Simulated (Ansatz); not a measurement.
A nudged elastic band was laid between two geometries of AlH5NS (8 atoms, charge 1, multiplicity 1).

These are results of RKS B3LYP-D4/def2-mTZVP (Ansatz), not measurements.

```json
{
  "movable images": "7",
  "climbing image": "yes",
  "spring": "5.0 eV/Å²",
  "optimiser": "quadratic models (default)",
  "start path": "IDPP",
  "force threshold": "0.05 eV/Å",
  "iteration limit": "60",
  "end points": "relaxed"
}
```

Image 0:

```xyz
8
Properties=species:S:1:pos:R:3
N -0.636 1.060 -0.306
Al 0.655 -0.454 -0.170
S -0.061 -1.721 1.406
H -1.357 0.903 -1.018
H -0.186 1.942 -0.566
H -1.145 1.242 0.564
H 1.801 -0.329 -1.213
H 0.929 -2.643 1.303
```

Image 8:

```xyz
8
Properties=species:S:1:pos:R:3
N -0.513 0.925 -0.146
Al 0.971 -0.415 -0.243
S 0.509 -2.296 0.685
H -1.359 0.635 -0.646
H -0.239 1.823 -0.557
H -0.818 1.135 0.809
H 2.197 0.179 -0.989
H -0.749 -1.985 1.089
```

Task: What changes between the two ends?

Result: No bond is made or broken. The dihedral H7–Al2–S3–H8 goes from 0 to -180°.

Task: What energy profile does the band end with?

Result: It converged. The highest image is number 4 of 0 to 8, 0.275 eV above the first end and 0.163 eV above the last; the last end lies 0.113 eV above the first. A vibrational analysis at the climbing image gives one clearly imaginary mode, 278i cm⁻¹: a first-order saddle point.

```
image  path coordinate (Å)  energy (eV)  dihedral H7–Al2–S3–H8 (°)
    0                 0.00        0.000                          0
    1                 0.45        0.012                        -10
    2                 0.90        0.103                        -38
    3                 1.35        0.222                        -70
    4                 1.80        0.275                       -100
    5                 2.14        0.247                       -122
    6                 2.49        0.187                       -144
    7                 2.84        0.132                       -163
    8                 3.18        0.113                       -180
```

Task: What is the geometry of the highest image?

Result: 
```xyz
8
Properties=species:S:1:pos:R:3
N -0.744 0.753 -0.492
Al 0.962 -0.105 0.122
S 0.629 -1.380 1.841
H -1.292 0.162 -1.125
H -0.594 1.631 -0.998
H -1.374 0.963 0.288
H 2.129 0.448 -0.744
H 0.284 -2.472 1.108
```

Task: What are the harmonic wavenumbers there?

Result: 278i, 24, 153, 358, 461, 525, 586, 629, 743, 800, 1444, 1697, 1703, 2066, 2601, 3402, 3475, 3488 cm⁻¹.

The band took 5 iterations and about 90 core-seconds.

Run time: 94 s on 1 thread of Arm Neoverse V2, with other jobs on the host, peak memory 0.14 GiB.
